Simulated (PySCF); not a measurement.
Peak assignment

Geometry:
```json
{"atom": "C1", "x (Å)": "1.801", "y (Å)": "-0.007", "z (Å)": "0.042"}
{"atom": "C2", "x (Å)": "0.596", "y (Å)": "-0.123", "z (Å)": "-0.007"}
{"atom": "C3", "x (Å)": "-0.835", "y (Å)": "-0.266", "z (Å)": "-0.065"}
{"atom": "N4", "x (Å)": "-1.483", "y (Å)": "-1.364", "z (Å)": "-0.077"}
{"atom": "C5", "x (Å)": "-1.580", "y (Å)": "0.981", "z (Å)": "-0.118"}
{"atom": "N6", "x (Å)": "-2.151", "y (Å)": "1.987", "z (Å)": "-0.160"}
{"atom": "H7", "x (Å)": "2.871", "y (Å)": "0.093", "z (Å)": "0.085"}
{"atom": "H8", "x (Å)": "-0.830", "y (Å)": "-2.153", "z (Å)": "-0.036"}
```

Theoretical values (PySCF): spin–spin couplings from B3LYP/pcJ-1, σ from GIAO-PBE/pcSseg-2, geometry from PBE0-D3(BJ)/def2-SVP. No relativistic terms, single conformer, no solvent.

References, each an isolated molecule treated in the same way: TMS for ¹³C and ¹H.

**Question.** Assign these signals to the numbered atoms. ¹³C{¹H} NMR (computed): δ 144.6, 121.1, 89.0, 85.2.

**Answer.** 
144.6 → C3, carbon bonded to 2 C, N
121.1 → C5, carbon bonded to C, N
89.0 → C1, carbon bonded to C, H
85.2 → C2, carbon bonded to 2 C

**Question.** Assign these signals to the numbered atoms. ¹H NMR (600 MHz, computed): δ 11.97 (br s, 1H), 3.17 (s, 1H).

**Answer.** 
| δ (ppm) | atoms | environment | reason |
| --- | --- | --- | --- |
| 11.97 | H8 | hydrogen on a nitrogen bonded to C | – |
| 3.17 | H7 | hydrogen on a carbon bonded to C | – |

OH/NH shifts are gas-phase values; hydrogen bonding in solution moves them, usually downfield. Shifts are as computed, not scaled to solution data. Of 1211 compounds with measured shifts, 218 miss one by over three times the rms of a fit or turn the order of signals round; such compounds aren't used in these exercises.
